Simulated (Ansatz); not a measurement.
System: body-centred tetragonal In. Method: PBE-D3(BJ) in Ansatz (PAW).

Numerical settings: plane-wave cutoff 520 eV, 24×24×24 k mesh, Fermi–Dirac smearing 0.05 eV, scalar-relativistic PAW data made under PBE.

Response to compression and expansion:

Shape and atoms are relaxed at each volume.

```
V (Å³/atom)  P (GPa)  c (Å)  a (Å)
-----------  -------  -----  -----
25.022          1.87  4.873  3.205
25.543          0.87  4.913  3.225
26.064         -0.01  4.946  3.246
26.586         -0.80  4.979  3.268
27.107         -1.49  5.016  3.288
```

Note: the bulk modulus comes from volumes at which shape and atoms were relaxed.

Ansatz is a program for electronic structure.
